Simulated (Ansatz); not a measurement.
# BNH (quartet): wave-function methods side by side at distance N2–H3 = 2.303 Å, 6-31G

Aim: climb from Hartree-Fock through coupled cluster and multireference methods for BNH (quartet) at one geometry and basis, and see what each rung misses.

Program: Ansatz 0.2.0, Gaussian basis. Level of theory: 6-31G, core rule «outside noble gas», up to 2 orbitals frozen. These are calculated values, not measurements.

To be run: UHF; CCSD(T) on ROHF; CCSD(T) on UHF; BCCD(T) on ROHF; CISD; CCSDT(Q) on ROHF; CCSDT(Q) on UHF; CCSDTQ on ROHF; CASSCF and MRCISD+Q, 5 electrons in 5 orbitals; CASSCF and NEVPT2, 5 electrons in 5 orbitals; CASSCF and MRCISD+Q, 9 electrons in 9 orbitals; CASSCF and NEVPT2, 9 electrons in 9 orbitals; Full CI.

20 further runs of the same task are left out: 1 for a mislabelled method, 1 for a known fault of the program, 12 that didn't finish, 6 set aside as unsound or not needed.

### 1 What is computed

The geometry derives from a PBE0/def2-TZVP stationary point (not a proven minimum). One bond is set to the value named and the two fragments are kept rigid.

3 atoms, charge 0, spin multiplicity 4.

Atoms are counted from 1 here; the program's logs count them from 0.

Bond lengths: B1–N2 1.465 Å.

### 2 UHF

in.yaml

```yaml
crystal:
  periodic: [false, false, false]
  atoms:
    - {symbol: B, position_ang: [0.000000, 0.036496, 0.888221]}
    - {symbol: N, position_ang: [0.000000, -0.160873, -0.563481]}
    - {symbol: H, position_ang: [0.000000, 1.844097, -1.696575]}
basis:
  gaussian: {orbitals: 6-31G}
magnetization: {spin_polarized: true, initial_magnetization: 3}
hamiltonian: {xc: hf}
output: {orbitals: {seedname: orbitals}}
```

Started as:

```console
ansatz run in.yaml --threads 1 --pin off --events-out ev --progress --plain --max-ram 2393MiB
```

The runs that follow: CCSD(T) on ROHF; CCSD(T) on UHF; BCCD(T) on ROHF; CISD; CCSDT(Q) on ROHF; CCSDT(Q) on UHF; CCSDTQ on ROHF; CASSCF and MRCISD+Q, 5 electrons in 5 orbitals; CASSCF and NEVPT2, 5 electrons in 5 orbitals; CASSCF and MRCISD+Q, 9 electrons in 9 orbitals; CASSCF and NEVPT2, 9 electrons in 9 orbitals; Full CI.

Q: Predict the results of all the runs planned. Wanted: FCI below the RHF energy; RMP2 from FCI; UMP2 from FCI; RCCSD from FCI; RCCSD(T) from FCI; UCCSD(T) from FCI; RCCSDT(Q) from FCI; UCCSDT(Q) from FCI; NEVPT2 pair from FCI.

As calculated:

```
                         quantity                                                            value
         FCI below the RHF energy                                                       -4.6240 eV
                    RMP2 from FCI                                                       +673.0 meV
                    UMP2 from FCI                                                      +1266.6 meV
                   RCCSD from FCI                                                       +298.1 meV
                RCCSD(T) from FCI                                                        +63.3 meV
                UCCSD(T) from FCI                                                        +95.0 meV
               RCCSDT(Q) from FCI                                                         +4.5 meV
               UCCSDT(Q) from FCI                                                        -20.0 meV
             NEVPT2 pair from FCI                                                       +845.1 meV
           MRCISD+Q pair from FCI                                                       +183.8 meV
          NEVPT2 valence from FCI                                                       +354.4 meV
levels within 1 kcal/mol (43 meV)  RCCSDT, UCCSDT, RCCSDT(Q), UCCSDT(Q), RCCSDTQ, MRCISD+Q valence
                    T1 diagnostic                                                            0.046
   effectively unpaired electrons                                                             3.13
```

In words: RCCSD(T) lands +63.3 meV from the yardstick (1.4 % of the correlation energy). CCSD(T) misses by +63.3 meV on the restricted determinant and by +95.0 meV on the unrestricted one; the two need not hold the same state or core. UCCSDT(Q) falls below full CI: unrestricted runs freeze a spin-polarised core, another one than full CI's, and coupled cluster isn't variational. The occupations are near whole numbers, but T1 = 0.046 shows that the orbitals relax strongly. Of the multireference levels listed MRCISD+Q valence comes nearest in total energy (+24.6 meV), which doesn't show that its space is the better one. Coupled cluster took another determinant than the lowest Hartree-Fock one. These misses are within one basis, not against nature; the frozen cores of restricted and unrestricted runs differ, which can shift their rows.
